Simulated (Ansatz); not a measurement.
# CH5BO: the cost of one run

Method: RKS PBE0-D4/6-31G, in Ansatz 0.2.0.

### 1 Starting point

Bond lengths: B1–O2 1.405 Å, O2–C3 1.390 Å, B1–H4 1.145 Å, B1–H5 1.207 Å, C3–H6 1.088 Å, C3–H7 1.153 Å, C3–H8 1.157 Å. Angles: B1–O2–C3 107.2°, O2–B1–H4 122.1°, O2–B1–H5 123.0°, H4–B1–H5 114.8°, O2–C3–H6 114.0°, O2–C3–H7 108.2°, O2–C3–H8 111.3°, H6–C3–H7 108.2°, H6–C3–H8 112.1°, H7–C3–H8 102.2°.

Structure file:

```xyz
8

B    -0.6473    0.7105   -0.8228
O     0.3422   -0.2859   -0.7880
C     0.5345   -0.6284    0.5449
H    -1.7583    0.4599   -0.9404
H    -0.3929    1.8903   -0.8175
H    -0.3471   -1.0468    1.0267
H     1.3795   -1.4106    0.5972
H     0.9815    0.2540    1.1442
```

### 2 Preparing the start

Contents of input.yaml:

```yaml
crystal:
  periodic: [false, false, false]
  atoms:
    - { symbol: B, position_ang: [-0.6473, 0.7105, -0.8228] }
    - { symbol: O, position_ang: [0.3422, -0.2859, -0.788] }
    - { symbol: C, position_ang: [0.5345, -0.6284, 0.5449] }
    - { symbol: H, position_ang: [-1.7583, 0.4599, -0.9404] }
    - { symbol: H, position_ang: [-0.3929, 1.8903, -0.8175] }
    - { symbol: H, position_ang: [-0.3471, -1.0468, 1.0267] }
    - { symbol: H, position_ang: [1.3795, -1.4106, 0.5972] }
    - { symbol: H, position_ang: [0.9815, 0.254, 1.1442] }
basis:
  gaussian: { orbitals: "6-31G" }
hamiltonian:
  xc: pbe0
  dispersion: d4
relax:
  f_tol: 0.02
  max_steps: 40
scf:
  lower_state_search: "off"
```

Command:

```bash
> ansatz run input.yaml --threads 1 --pin off --max-ram 2048MiB --backend cpu --events-out ev --progress --plain --runs-dir out
```

Q: Estimate wall time and peak memory on 1 thread of Arm Neoverse V1, shared host.

About 16 s, with a peak of 0.11 GiB.
